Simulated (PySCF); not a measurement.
C2H6S.

```xyz
9

C      1.3786     0.0000     0.5123
S      0.0000     0.0000    -0.6595
C     -1.3786     0.0000     0.5123
H      1.3584    -0.8935     1.1392
H      2.2962     0.0000    -0.0763
H      1.3584     0.8935     1.1392
H     -1.3584    -0.8935     1.1392
H     -2.2962     0.0000    -0.0763
H     -1.3584     0.8935     1.1392
```

The structure is a stationary point at TPSSh-D3(BJ)/def2-TZVP.

These are PySCF with PBE/pcSseg-1 values and carry that method's errors. Non-relativistic, no solvent.

Question: Give the absolute GIAO shielding of each atom: isotropic value and principal components (ppm). (An estimate is asked for; the answer gives what the named calculation found.)

Answer: 
```tsv
atom	σ(iso)	σ11	σ22	σ33	span
C1	158.0	142.0	149.7	182.2	40.2
S2	560.2	431.5	500.4	748.7	317.2
C3	158.0	142.0	149.7	182.2	40.2
H4	29.5	24.7	27.4	36.4	11.6
H5	29.6	25.0	26.6	37.1	12.2
H6	29.5	24.7	27.4	36.4	11.6
H7	29.5	24.7	27.4	36.4	11.6
H8	29.6	25.0	26.6	37.1	12.2
H9	29.5	24.7	27.4	36.4	11.6
```
